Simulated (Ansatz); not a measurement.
# C2H3NO (SMILES C1=NCO1): one structure at several levels

One table from this session's results is given with a row withheld; the runs are named, their logs left out.

Method: single points in def2-TZVPP; program: Ansatz 0.2.0, Gaussian basis.

Cores are frozen in the correlated methods.

## Where the work starts

SMILES `C1=NCO1`, 7 atoms, charge 0, spin multiplicity 1.

Atoms are counted from 1 here; the program's logs count them from 0.

Bond lengths: C1–N2 1.365 Å, C1–O4 1.470 Å, C1–H5 1.197 Å, N2–C3 1.396 Å, C3–O4 1.474 Å, C3–H6 1.166 Å, C3–H7 1.062 Å. Angles: N2–C1–O4 99.0°, N2–C1–H5 130.5°, O4–C1–H5 130.2°, C1–N2–C3 84.9°, N2–C3–O4 97.4°, N2–C3–H6 116.0°, N2–C3–H7 121.6°, O4–C3–H6 103.8°, O4–C3–H7 105.1°, H6–C3–H7 109.7°, C1–O4–C3 78.6°.

Geometry (Å):

```mol
C2H3NO
  3D, bonds by distance, orders not assigned

  7  7  0  0  0  0  0  0  0  0999 V2000
   -0.7706    0.4360   -0.6474 C   0  0
    0.2123    1.0418    0.0801 N   0  0
    0.5592   -0.2556    0.4610 C   0  0
   -0.4641   -0.9658   -0.3270 O   0  0
   -1.6810    0.9057   -1.2666 H   0  0
    1.5668   -0.6606    0.0363 H   0  0
    0.4277   -0.5966    1.4576 H   0  0
  1  2  8  0
  1  4  8  0
  1  5  8  0
  2  3  8  0
  3  4  8  0
  3  6  8  0
  3  7  8  0
M  END
```

The first run:

Contents of run/in.yaml:

```yaml
crystal:
  periodic: [false, false, false]
  atoms:
    - {symbol: C, position_ang: [-0.770600, 0.436000, -0.647400]}
    - {symbol: N, position_ang: [0.212300, 1.041800, 0.080100]}
    - {symbol: C, position_ang: [0.559200, -0.255600, 0.461000]}
    - {symbol: O, position_ang: [-0.464100, -0.965800, -0.327000]}
    - {symbol: H, position_ang: [-1.681000, 0.905700, -1.266600]}
    - {symbol: H, position_ang: [1.566800, -0.660600, 0.036300]}
    - {symbol: H, position_ang: [0.427700, -0.596600, 1.457600]}
basis:
  gaussian: {orbitals: def2-TZVPP}
correlation: {method: ccsd_t}
output: {forces: true}
```

No record of the launch command was kept for these runs.

Among the steps run: CCSD(T)/def2-TZVPP; PBE0-D4/def2-TZVPP; wB97M-V/def2-TZVPP; r2SCAN-D4/def2-TZVPP; PBE-D4/def2-TZVPP; BLYP-D4/def2-TZVPP; B97M-V/def2-TZVPP.

One of the session's tables, all rows but one given; the rest of the session is left out.

| method | RMS force component (eV/Å) | angle to CCSD(T) forces (°) | dipole (D) |
| --- | --- | --- | --- |
| CCSD(T) | 1.804 | reference | 0.65 |
| PBE0-D4 | 1.924 | 11.9 | 0.71 |
| wB97M-V | 1.966 | 9.1 | 0.70 |
| r2SCAN-D4 | 1.769 | 7.6 | 0.74 |
| PBE-D4 | 1.617 | 6.9 | 0.76 |
| BLYP-D4 | ? | ? | ? |
| B97M-V | 1.865 | 10.7 | 0.70 |

Q: Estimate the row for BLYP-D4 from the others.

**Answer.** RMS force component (eV/Å): 1.626; angle to CCSD(T) forces (°): 8.0; dipole (D): 0.73. In the column «RMS force component (eV/Å)» it lies between PBE-D4 (1.617) and r2SCAN-D4 (1.769).
